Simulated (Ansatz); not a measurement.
The input, for Ansatz 0.2.0:

```yaml
crystal:
  periodic: [false, false, false]
  atoms:
    - {symbol: Si, position_ang: [0.000000, -0.085336, 2.765523]}
    - {symbol: Al, position_ang: [0.000000, -0.027985, -2.906638]}
    - {symbol: H, position_ang: [0.000000, 3.126956, 0.748518]}
basis:
  gaussian: {orbitals: STO-3G}
magnetization: {spin_polarized: false, initial_magnetization: 2}
correlation: {active_space: {ras: {orbitals: [3, 2, 4], electrons: 8, max_holes: 2, max_particles: 2}, fixed_orbitals: true}}
```

```sh
$ ansatz run in.yaml --threads 1 --pin off --events-out ev --progress --plain --max-ram 2393MiB
```

Log:

```
188 factors; integrals over basis functions are off by at most 1.4e-5 eV
mean field evaluation 1: about -14275.5903 eV, gradient 5.9e0 eV
mean field evaluation 2: about -14275.5906 eV, gradient 5.9e0 eV
mean field evaluation 4: about -14273.0113 eV, gradient 9.4e0 eV
mean field evaluation 8: about -14276.5212 eV, gradient 7.4e-2 eV
mean field evaluation 16: about -14278.0609 eV, gradient 3.3e-2 eV
mean field evaluation 32: about -14278.0649 eV, gradient 4.3e-3 eV
mean field evaluation 64: about -14278.0635 eV, gradient 1.9e-2 eV
mean field evaluation 96: about -14278.0620 eV, gradient 3.6e-4 eV
mean field evaluation 128: about -14278.0649 eV, gradient 2.4e-3 eV
mean field evaluation 160: about -14278.0635 eV, gradient 9.7e-3 eV
mean field evaluation 192: about -14278.0649 eV, gradient 1.3e-2 eV
mean field evaluation 224: about -14278.0636 eV, gradient 3.9e-3 eV
mean field evaluation 256: about -14278.0637 eV, gradient 1.3e-2 eV
mean field evaluation 288: about -14276.5120 eV, gradient 7.1e-1 eV
mean field -14278.06492824 eV, -524.7092080929 hartree, gradient 1.4e-10 eV, S^2 2.000000; 21 other end points of the search recorded, 0 dependent functions left out
reference -14278.06492824 eV, -524.7092080929 hartree; 15, 13 occupied and 4, 6 virtual orbitals, 188 factors
state -14280.64204006 eV, -524.8039152054 hartree
Total energy: -14280.64204006 eV, -524.8039152054 hartree
```

Natural occupations: 2.0000 1.9648 1.0078 1.0000 1.0000 0.9921 0.0352 0.0000 0.0000.

Ran on 1 thread of Arm Neoverse V1, shared host: 0.9 s wall, 0.22 GiB peak host memory.
